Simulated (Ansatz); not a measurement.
C3H4O can be A, `CC=C=O`, or B, `C=C=CO`.

Gas-phase electronic energies from Ansatz, PBE0-D4/def2-TZVP geometries. CBS: MP2 limit from def2 TZ/QZ plus the TZ coupled-cluster correction, frozen cores. DFT in def2-TZVPP. One conformer a species, not always the lowest.

A:

```xyz
8

C     0.114   -0.826    0.503
C    -0.284    0.185   -0.534
C     0.050    1.448   -0.476
O     0.347    2.568   -0.422
H    -0.765   -1.279    0.968
H     0.710   -1.628    0.061
H     0.709   -0.368    1.294
H    -0.879   -0.102   -1.394
```

B:

```xyz
8

C    -1.2328    0.6862    0.6435
C    -0.3101   -0.0667    0.1177
C     0.6079   -0.8302   -0.4080
O     1.8352   -0.4364   -0.8501
H    -1.2855    0.8598    1.7158
H    -1.9913    1.1703    0.0327
H     0.4538   -1.8953   -0.5398
H     1.9228    0.5123   -0.7117
```

Question: Which is lower in electronic energy at CCSD(T)/CBS, and by how much? (Estimate.)

Answer: Ansatz gave: A, by 23.6 kcal/mol.

Question: Give E(B) − E(A) in kcal/mol with PBE0-D4, ωB97M-V, CCSD(T)/def2-TZVPP, r2SCAN-D4, CCSD/def2-TZVPP, BLYP-D4, B2PLYP. (An estimate is asked.)

Answer: The calculation gave: PBE0-D4 25.6, ωB97M-V 25.3, CCSD(T)/def2-TZVPP 24.7, r2SCAN-D4 26.1, CCSD/def2-TZVPP 24.7, BLYP-D4 24.4, B2PLYP 26.1. None reverses the order clearly.

Question: Does the order hold for the free energy at 298.15 K (harmonic terms from PBE0-D4)? (Best estimate.)

Answer: Ansatz gave: Yes: G(B) − G(A) = +23.8 kcal/mol, for one conformer each.

Largest T1 diagnostic: 0.015.

At CCSD(T), def2-SVP lies +4.5 kcal/mol from the extrapolated value and def2-TZVPP +1.1 kcal/mol. Leaving LDA and LC-ωPBE aside and taking each functional with its dispersion term where it has one, the values, not all of them listed here, spread over 2.5 kcal/mol, from BLYP-D4 to PBE-QIDH. LDA lies −2.0 kcal/mol from PBE without D4.
